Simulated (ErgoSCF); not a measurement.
**C2N2 (bisisocyanide) at 6 levels**

We compute a comparison of 6 runs (HF/3-21G, HF/def2-SVP, PBE/3-21G, B3LYP/6-31G*, CAM-B3LYP/6-31G**, PBE0/def2-SVP) of C2N2 (bisisocyanide). 

Program for the calculation: ErgoSCF 3.8.

1 further run of the same task is left out (set aside as unsound or not needed).

### Step 1. Starting point

C2N2: 4 atoms, total charge 0, spin state singlet. SMILES: `[C-]#[N+][N+]#[C-]`. Geometry: relaxed at GFN2-xTB.

Bond lengths: C1–N2 1.168 Å, N2–N3 1.267 Å, N3–C4 1.168 Å. Angles: C1–N2–N3 180.0°, N2–N3–C4 180.0°.

### Step 2. A single-point energy at HF/3-21G (run 1)

Contents of job.ego:

```
# single point, C2N2
set_nthreads(1)
molecule_inline
C  -1.15233609 3.16357161 0.49973807
N  -0.40508169 1.11234949 0.17559335
N  0.40470375 -1.11248177 -0.17574453
C  1.15269514 -3.16345822 -0.49958690
EOF
scf.use_diagonalization = 1
spin_polarization = 0
charge = 0
basis = "3-21G"
scf.max_number_of_iterations = 120
tmpdir = "."
scf.output_mulliken_pop = 1
run "HF"
```

The basis set 3-21G is read from a file made from the Basis Set Exchange's data (not shown).

Started as:

```
$ ergo < job.ego
```

What it wrote:

```text
[...]
INSC SCF_general constructor, number of basis functions: 36
[...]
INSC Energy   1 =       -110.77979037129
[...]
INDE E_LUMO =          0.10832017678
[...]
INSC Energy  12 =       -183.44736829390  ( diff     -0.000000000001137 )
[...]
RESC CONVERGED after  12 iterations.
RESC FINAL ENERGY:       -183.44736829390
[...]
INSC SCF: dipole_moment_x [atomic units] =      -0.00002384
INSC SCF: dipole_moment_y [atomic units] =       0.00001697
INSC SCF: dipole_moment_z [atomic units] =      -0.00000294
[...]
```

It took 0.99 s on 1 thread of Intel Xeon 6975P-C (Granite Rapids), shared host; peak memory 0.26 GiB.

### Step 3. A single-point energy at HF/def2-SVP (run 2)

Contents of job.ego:

```
set_nthreads("env")
basis = "def2-SVP"
charge = 0
scf.max_number_of_iterations = 120
scf.output_mulliken_pop = 1
tmpdir = "."
scf.use_diagonalization = 1
molecule_inline Angstrom
C     -0.609790     1.674090     0.264450
N     -0.214360     0.588630     0.092920
N      0.214160    -0.588700    -0.093000
C      0.609980    -1.674030    -0.264370
EOF
run "HF"
```

The basis set def2-SVP is read from a file made from the Basis Set Exchange's data (not shown).

Started as:

```
$ ergo < job.ego
```

What it wrote:

```text
[...]
INSC SCF_general constructor, number of basis functions: 56
[...]
INSC Energy   1 =        -75.15024319342
[...]
INDE E_LUMO =          0.09177429060
[...]
INSC Energy  16 =       -184.34245355910  ( diff     -0.000000000000853 )
[...]
RESC CONVERGED after  16 iterations.
RESC FINAL ENERGY:       -184.34245355910
[...]
INSC SCF: dipole_moment_x [atomic units] =      -0.00006864
INSC SCF: dipole_moment_y [atomic units] =       0.00000738
INSC SCF: dipole_moment_z [atomic units] =      -0.00001986
[...]
```

It took 7.2 s on 1 thread of Intel Xeon 6975P-C (Granite Rapids), shared host; peak memory 0.26 GiB.

Runs 3 to 5 aren't shown in full; the table further down has their settings and results.

### Step 4. The energy at PBE0/def2-SVP (run 6)

Contents of input.ego:

```
set_nthreads("env")
molecule_inline Angstrom
C  -0.609790 1.674090 0.264450
N  -0.214360 0.588630 0.092920
N  0.214160 -0.588700 -0.093000
C  0.609980 -1.674030 -0.264370
EOF
XC.sparse_mode = 0
tmpdir = "."
XC.angint = 41
basis = "def2-SVP"
scf.use_diagonalization = 1
scf.output_mulliken_pop = 1
scf.max_number_of_iterations = 120
XC.radint = 1e-11
run "PBE0"
```

The basis set def2-SVP is read from a file made from the Basis Set Exchange's data (not shown).

Started as:

```
$ ergo < input.ego
```

What it wrote:

```text
[...]
INDF Weighted mixed functional:
[...]
INSC Energy   1 =        -80.77031838565
[...]
INDE E_LUMO =         -0.06590252889
[...]
INSC Energy  31 =       -185.18673103144  ( diff     -0.000000000002444 )
[...]
RESC CONVERGED after  31 iterations.
RESC FINAL ENERGY:       -185.18673103144
[...]
INSC SCF: dipole_moment_x [atomic units] =      -0.00011852
INSC SCF: dipole_moment_y [atomic units] =      -0.00001360
INSC SCF: dipole_moment_z [atomic units] =      -0.00004152
[...]
```

Run time: 17 s. Hardware: 1 thread of Intel Xeon 6975P-C (Granite Rapids), shared host; peak memory 0.26 GiB.

### Step 5. The series

```csv
run,level,integration grid,radint,energy (Eh),dipole moment (D),wall time
1,HF/3-21G,–,–,-183.447368,0.00,0.99 s
2,HF/def2-SVP,–,–,-184.342454,0.00,7.2 s
3,PBE/3-21G,Turbo,1e-11,-184.290256,0.00,3.9 s
4,B3LYP/6-31G* (spherical functions),Turbo,1e-11,-185.535053,0.00,18 s
5,CAM-B3LYP/6-31G** (spherical functions),Turbo,1e-11,-185.444557,0.00,14 s
6,PBE0/def2-SVP,Turbo,1e-11,-185.186731,0.00,17 s
```

### Step 6. Outcome

| quantity | value |
| --- | --- |
| run 6: total energy | -185.18673 Eh |
| run 6: dipole moment | 0.00 D |

**Reading.** Totals of different functionals can't be ranked against each other. All runs together took 62 s, the longest 18 s.
